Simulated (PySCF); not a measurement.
## AlF + HF → AlH + F₂

Level: PBE0 in the def2-TZVP basis family, all electrons, no relativity, computed in PySCF with density fitting; open shells unrestricted.

```json
{"species": "AlF", "state and structure": "singlet, C∞v, Al–F 1.664 Å", "E (Eh)": "-342.17359", "ZPE (kJ/mol)": "4.7", "H(298 K) − H(0) (kJ/mol)": "8.9", "S° (J/(mol K))": "215.2"}
{"species": "HF", "state and structure": "singlet, C∞v, H–F 0.920 Å", "E (Eh)": "-100.39188", "ZPE (kJ/mol)": "24.9", "H(298 K) − H(0) (kJ/mol)": "8.7", "S° (J/(mol K))": "173.6"}
{"species": "AlH", "state and structure": "singlet, C∞v, Al–H 1.665 Å", "E (Eh)": "-242.85993", "ZPE (kJ/mol)": "9.9", "H(298 K) − H(0) (kJ/mol)": "8.7", "S° (J/(mol K))": "187.8"}
{"species": "F₂", "state and structure": "singlet, D∞h, F–F 1.376 Å", "E (Eh)": "-199.40856", "ZPE (kJ/mol)": "6.6", "H(298 K) − H(0) (kJ/mol)": "8.7", "S° (J/(mol K))": "201.9"}
```

(1) What is the electronic reaction energy?

(2) Add zero-point, thermal and entropy terms for 298.15 K and 1 bar.

Results:

(1) At PBE0/def2-TZVP, ΔE = 779.7 kJ/mol from the differences of the total energies times 2625.5, uphill. 

(2) ΔZPE = -13.1 and Δ[H(298) − H(0)] = -0.2 kJ/mol give ΔH° = 766.4 kJ/mol. ΔS° = 0.9 J/(mol K), so ΔG° = 766.4 − 298.15 × (0.0009) = 766 kJ/mol.

The structures come from searches over a few start shapes, so lower isomers are not excluded.
